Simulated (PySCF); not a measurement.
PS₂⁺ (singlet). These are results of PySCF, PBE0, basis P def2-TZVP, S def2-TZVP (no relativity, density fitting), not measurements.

Harmonic bands of its minimum:

```json
{"ω (cm⁻¹)": "188", "IR (km/mol, summed over degenerate members)": "0.9", "degeneracy": "2"}
{"ω (cm⁻¹)": "587", "IR (km/mol, summed over degenerate members)": "0.0", "degeneracy": "1"}
{"ω (cm⁻¹)": "1021", "IR (km/mol, summed over degenerate members)": "91.5", "degeneracy": "1"}
```

Task: The central atom is P. Infer the point group and assign the bands.

Result: D∞h. The modes span πu + σg+ + σu+: 188 πu, 587 σg+, 1021 σu+. The computed geometry has P–S 1.835 Å (×2); S–P–S 180.0°.

Other isomers or separated fragments may lie lower.
